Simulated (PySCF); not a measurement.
C4H5NO.
Atom-mapped SMILES: `[O:1]=[CH:2][NH:3][CH:4]1[CH:5]=[CH:6]1`

Geometry (GFN2-xTB, Å), atoms numbered from 1 in this order:
```xyz
11
C4H5NO angstrom
O     -2.0444   -0.9344   -1.3006
C     -1.9416   -0.1634   -0.3795
N     -0.7882    0.2283    0.1928
C      0.4989   -0.2459   -0.2470
C      1.6970    0.6324   -0.1060
C      1.6176   -0.3630    0.7337
H     -2.8185    0.3129    0.1005
H     -0.8008    0.8801    0.9618
H      0.3733   -0.9337   -1.0738
H      2.2019    1.4949   -0.4664
H      2.0103   -0.9055    1.5585
```

Definitions: NICS(0) = −σiso at the ring centroid; NICS(1) = −σiso and NICS(1)zz = −σzz at ±1 Å along the ring normal z. Level: GIAO PBE0/pcSseg-1 (PySCF, non-relativistic, gas phase) on the GFN2-xTB geometry, one conformer.

Ring bond lengths (Å), with Mayer bond orders in brackets: C4–C5 1.492 (0.93), C5–C6 1.305 (1.69), C6–C4 1.492 (0.93).

Give the NICS values of each ring in ppm.

```csv
ring,type,NICS(0),"NICS(1), two faces","NICS(1)zz, two faces",rms pucker (Å),"centre to ring atoms, mean (Å)"
C4–C5–C6,"3-membered carbocycle; formal bonds 1 double, 2 single",-28.8,-8.3 / -8.9,-14.4 / -20.1,0.00,0.83
```

What do they say, and how far can they be read as aromaticity?

- C4–C5–C6: mean NICS(1)zz -17.3 ppm, shielded. C4 has four or more neighbours, and the NICS criterion for π rings isn't applied. The two faces differ by 5.7 ppm, so no symmetry operation interchanges them. NICS(0) lies 20 ppm below the mean NICS(1).

What is the mean of the two in-plane components of NICS at the second NICS(1) probe listed for ring C4–C5–C6, 1 Å off the ring?

The isotropic value is a third of the trace: (3 × -8.9 − (-20.1))/2 = -3.3 ppm.

What are the shieldings of the ring atoms and their hydrogens in the same run (means over atoms taken as equivalent)?

| atoms | environment | σ isotropic (ppm) | principal values of the symmetric part, first atom (ppm) |
| --- | --- | --- | --- |
| C4 | sp3 carbon bound to nitrogen | 160.7 | 106.9, 138.3, 237.1 |
| C5 (×2) | alkene CH carbon | 59.8 | -77.2, 68.0, 188.7 |
| H9 | methine hydrogen | 27.30 | 20.6, 27.2, 34.1 |
| H10 (×2) | vinylic hydrogen | 24.06 | 21.1, 25.2, 25.9 |
